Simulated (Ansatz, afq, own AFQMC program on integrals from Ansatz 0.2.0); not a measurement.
# SiCl, doublet in def2-TZVP, levels against CCSDT(Q)

```yaml
atoms:
  - { symbol: Si, position_ang: [-0.5698, -0.3422, -0.3461] }
  - { symbol: Cl, position_ang: [-0.0813, 1.6264, 0.1374] }
```

Basis def2-TZVP. Noble-gas cores (and the filled d shells of Ga–Kr and In–Xe) are frozen. AFQMC by an in-house program on the Cholesky factors that Ansatz 0.2.0 writes for its CCSD(T) run. ph-AFQMC/CISD is guided by a CISD state made of CCSD amplitudes; releasing the constraint for a short imaginary time cuts its bias at the price of noise, slowly where states lie close. Error bars are statistical, one sigma.

Determinant: UHF, the one that the program's search chose, which needn't be the lowest solution. The geometry is a PBE0/def2-SVP stationary point of this or a neighbouring charge and spin state.

No full CI on the walks' own integrals is used here; CCSDT(Q) serves as the reference and is uncertain by about the last step of the cluster series.

Cautions: the released energies are still falling, so no released level is given (meV from the phaseless value at times in 1/Eh: -9 ± 4 at 0.24, -13 ± 3 at 0.51, -20 ± 3 at 0.99, -21 ± 4 at 1.62, -30 ± 5 at 2.40).

The T1 diagnostic is 0.0180 and the weight of the determinant in the CISD state is 0.859. The ⟨S²⟩ of the determinant is 0.775 and the size of the correlated space is 11 electrons in 64 orbitals.

Reference: CCSDT(Q), correlation energy -8.271 eV.

```
        level  E − E(reference) (kcal/mol)  share of correlation (%)
           HF                       190.72                      0.00
          MP2                        29.24                     84.67
         CCSD                         9.44                     95.05
      CCSD(T)                         1.18                     99.38
        CCSDT                         0.46                     99.76
  ph-AFQMC/HF                  0.71 ± 0.62                     99.63
ph-AFQMC/CISD                  0.44 ± 0.13                     99.77
```

A walk keeps the symmetry of its determinant, which the program's search chose and which needn't be the lowest solution, so a lower state of the same spin and another symmetry isn't excluded.
